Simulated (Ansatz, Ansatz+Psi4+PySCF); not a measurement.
```xyz
8

B     0.0069    0.0010   -0.9084
N     0.0040    0.0045    0.7275
H     0.0094   -1.1785   -1.2389
H    -1.0211    0.5900   -1.2517
H     1.0262    0.5832   -1.2358
H    -0.0033    0.9484    1.0798
H    -0.8286   -0.4726    1.0804
H     0.8307   -0.4719    1.0950
```

Basis set: cc-pVTZ (spherical functions). Left uncorrelated: 2 orbitals. Charge 0, multiplicity 1.

Computed with Ansatz (development build ahead of 0.2.0); each method stands on the lowest determinant of its kind that the runs found. Restricted open shells among the atoms or ions are ROHF, correlated in semicanonical orbitals with singles.

The atomization energy at this shape (free ground-state atoms in the same class of orbitals less the molecule, no zero-point energy) of singlet BNH₆:

| method | atomization energy |
| --- | --- |
| RHF-MP2 | 25.81 eV |

**Question.** What does RHF give?

**Answer.** 19.80 eV.
